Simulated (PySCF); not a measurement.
Work out the structure from these simulated measurements.

Formula: C3H4O3.

| Quantity | Value |
| --- | --- |
| Polarisability | 45.6 au [PBE0/def2-SVPD] |
| UV, strongest line | among the 6 lowest singlet transitions: S4 at 7.85 eV (158 nm, f = 0.180) [TDDFT PBE0/def2-SVPD] |
| Dipole | 1.95 D [PBE0/def2-SVPD] |
| Rotational structure | rotational constants A, B, C: 8.102, 2.871, 2.452 GHz [GFN2-xTB] |
| Triplet | lowest triplet excitation (Tamm–Dancoff): 5.04 eV [TDA PBE0/def2-SVPD] |
| 13C NMR | chemical shifts (computed TMS as zero) by class: 175.8 (1 C), 46.7 (1 C), 46.2 (1 C) ppm [GIAO PBE0/pcSseg-1] |
| UV, first state | lowest singlet excitation: 5.58 eV (222 nm, f = 0.000) [TDDFT PBE0/def2-SVPD] |

The electronic properties come from PySCF, for the isolated species, density fitting. Levels stand in brackets. The structure is a single GFN2-xTB conformer in the gas phase; no vibrational or solvent corrections. NMR values are class means; diastereotopic atoms form classes of their own.

Question: Propose a structure and show how it fits.

Answer: Numbering: `[O:1]=[C:2]([OH:3])[C@@H:4]1[CH2:5][O:6]1`. Its formula, C3H4O3, gives 2 degrees of unsaturation: 1 ring and 1 π bond in the structure found. 3 carbons fall into 3 classes; from least to most shielded: carboxylic acid carbon [C2] (175.8 ppm), ring sp3 carbon bound to oxygen [C4] (46.7 ppm), ring sp3 carbon bound to oxygen [C5] (46.2 ppm). S1 is mainly HOMO→LUMO (weight 0.87); the largest Löwdin shares of the orbital it empties are 0.41 on the acid carbonyl oxygen, 0.30 on the epoxide oxygen, 0.08 on the carboxylic acid carbon and 0.07 on the acid hydroxyl oxygen, of the orbital it fills 0.34 on the carboxylic acid carbon, 0.27 on the acid carbonyl oxygen, 0.11 on the acid hydroxyl oxygen and 0.08 on an sp3 carbon bound to oxygen. The optimised geometry has point group C1 and is an asymmetric top. Structure: `[C@@H]1(OC1)C(=O)O`. Computed isomers that give other values at the same levels: `O=C1OCCO1` (13C chemical shifts (computed TMS as zero) by class: 159.4 (1 C), 65.2 (2 C) ppm); `CC(=O)OC=O` (13C chemical shifts (computed TMS as zero) by class: 169.9 (1 C), 158.6 (1 C), 24.2 (1 C) ppm). The assignments are read from this structure; whether some other isomer fits the data as well wasn't checked. The mirror image fits equally.

The values belong to the conformer `[O:1]=[C:2]([OH:3])[C@@H:4]1[CH2:5][O:6]1`: O1–C2–C4–C5 -143°, H–O3–C2–O1 -3°.
